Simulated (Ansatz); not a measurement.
C8H18 (`CCCCCCCC`). Total charge 0; spin multiplicity 1.

```xyz
26

C     2.650    1.485    1.661
C     2.446    0.014    1.985
C     1.819   -0.791    0.854
C     0.398   -0.381    0.502
C    -0.214   -1.251   -0.585
C    -1.665   -0.924   -0.913
C    -1.881    0.453   -1.524
C    -3.330    0.705   -1.900
H     1.703    1.999    1.484
H     3.264    1.606    0.764
H     3.154    2.004    2.480
H     3.412   -0.433    2.243
H     1.821   -0.080    2.881
H     1.822   -1.853    1.127
H     2.450   -0.707   -0.041
H    -0.228   -0.437    1.403
H     0.384    0.667    0.187
H     0.391   -1.167   -1.497
H    -0.147   -2.300   -0.275
H    -2.052   -1.679   -1.607
H    -2.271   -1.013   -0.002
H    -1.549    1.227   -0.825
H    -1.246    0.553   -2.412
H    -3.683   -0.032   -2.627
H    -3.981    0.638   -1.023
H    -3.467    1.697   -2.338
```

(1) Give the diagnostics of a CCSD(T)/def2-TZVPP run (frozen core, the Gaussian-basis code of Ansatz). (Best estimate.)

## Answers

(1) Ansatz gave: T1 = 0.0085, largest single amplitude 0.008, largest double 0.006, (T) share of the correlation energy 3.8 %, 7 CCSD cycles. The RHF solution is stable towards an unrestricted one. T1 lies under the customary mark of 0.02 for closed shells.
